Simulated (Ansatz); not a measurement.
Input file:

```yaml
crystal:
  periodic: [false, false, false]
  atoms:
    - {symbol: Al, position_ang: [0.000119, -0.314755, 2.933144]}
    - {symbol: Ga, position_ang: [-0.000347, -0.308821, 0.465010]}
    - {symbol: P, position_ang: [0.000099, -0.403705, -1.702288]}
    - {symbol: H, position_ang: [0.000128, 1.027280, -1.695867]}
basis:
  gaussian: {orbitals: cc-pVDZ}
magnetization: {spin_polarized: false, initial_magnetization: 4}
correlation: {method: bccd_t, electrons: outside_noble_gas}
scf: {lower_state_search: light}
output: {forces: true}
```

```sh
$ ansatz run in.yaml --threads 1 --pin off --events-out ev --progress --plain --max-ram 2393MiB
```

The program prints:

```
744 factors; integrals over basis functions are off by at most 9.7e-4 eV
mean field evaluation 1: about -68200.6522 eV, gradient 8.6e0 eV
mean field evaluation 2: about -68200.6712 eV, gradient 8.7e0 eV
mean field evaluation 4: about -68201.6226 eV, gradient 2.3e0 eV
mean field evaluation 8: about -68201.8027 eV, gradient 5.2e-1 eV
mean field evaluation 16: about -68201.8449 eV, gradient 1.8e-4 eV
mean field evaluation 32: about -68201.8223 eV, gradient 4.9e-1 eV
mean field evaluation 64: about -68198.9355 eV, gradient 4.7e0 eV
mean field evaluation 96: about -68200.0942 eV, gradient 1.2e-2 eV
mean field evaluation 128: about -68199.8457 eV, gradient 2.8e-2 eV
mean field evaluation 160: about -68197.8858 eV, gradient 8.3e0 eV
mean field -68201.84487020 eV, -2506.3715701089 hartree, gradient 4.0e-6 eV, S^2 6.000000; 9 other end points of the search recorded, 0 dependent functions left out
mean field evaluation 192: about -68201.8363 eV, gradient 1.2e0 eV
determinant -68201.84487020 eV, -2506.3715701089 hartree, with singles and doubles -68207.83664037 eV, -2506.5917636013 hartree
determinant -68200.17584328 eV, -2506.3102345010 hartree, with singles and doubles -68205.91799987 eV, -2506.5212548635 hartree
determinant -68200.09418304 eV, -2506.3072335427 hartree, with singles and doubles -68206.10681181 eV, -2506.5281935744 hartree
determinant -68199.84568445 eV, -2506.2981013878 hartree, with singles and doubles -68205.56852861 eV, -2506.5084120315 hartree
24 core orbitals not correlated: weight in the atoms' cores, before any rotation towards them, 0.995 or more for the frozen orbitals, at most 0.004 for the correlated occupied ones
reference -68201.84487020 eV, -2506.3715701089 hartree; 8, 4 occupied and 36, 40 virtual orbitals, 744 factors
second order -4.85797102 eV of doubles, -0.08689704 eV of singles
cycle   1  -5.99807670 eV  change   -6.3e-3 eV  update   1.6e-2
cycle   2  -5.99570272 eV  change    2.4e-3 eV  update   7.7e-3
cycle   3  -5.99174998 eV  change    4.0e-3 eV  update   5.5e-3
cycle   4  -5.99307038 eV  change   -1.3e-3 eV  update   3.3e-3
cycle   5  -5.99412515 eV  change   -1.1e-3 eV  update   1.4e-3
cycle   6  -5.99433924 eV  change   -2.1e-4 eV  update   5.1e-4
cycle   7  -5.99447626 eV  change   -1.4e-4 eV  update   2.3e-4
cycle   8  -5.99448511 eV  change   -8.9e-6 eV  update   9.1e-5
cycle   9  -5.99446694 eV  change    1.8e-5 eV  update   3.6e-5
cycle  10  -5.99446480 eV  change    2.1e-6 eV  update   1.7e-5
cycle  11  -5.99446583 eV  change   -1.0e-6 eV  update   1.0e-5
cycle  12  -5.99446653 eV  change   -7.0e-7 eV  update   5.6e-6
cycle  13  -5.99446698 eV  change   -4.5e-7 eV  update   2.5e-6
cycle  14  -5.99446711 eV  change   -1.2e-7 eV  update   9.8e-7
cycle  15  -5.99446737 eV  change   -2.6e-7 eV  update   4.6e-7
cycle  16  -5.99446739 eV  change   -2.8e-8 eV  update   2.5e-7
perturbative correction -0.27360493 eV, -0.0100547958 hartree
the calculation of the forces begins
Total energy: -68208.11294252 eV, -2506.6019175182 hartree
Atom 0 at     0.000119    -0.314755     2.933144 Å, force    -0.000245     0.004224    -0.644310 eV/Å
Atom 1 at    -0.000347    -0.308821     0.465010 Å, force    -0.000290    -0.005716     3.909458 eV/Å
Atom 2 at     0.000099    -0.403705    -1.702288 Å, force     0.000494    -0.211076    -3.051956 eV/Å
Atom 3 at     0.000128     1.027280    -1.695867 Å, force     0.000041     0.212567    -0.213192 eV/Å
Dipole moment:     0.000004     0.090135    -0.228878 e Å
```

Forces (eV/Å):
```
Al   0.000  0.004 -0.644
Ga   0.000 -0.006  3.909
P    0.000 -0.211 -3.052
H    0.000  0.213 -0.213
```

Ran on 1 thread of Arm Neoverse V1, shared host: 25 s wall, 0.3 GiB peak host memory.
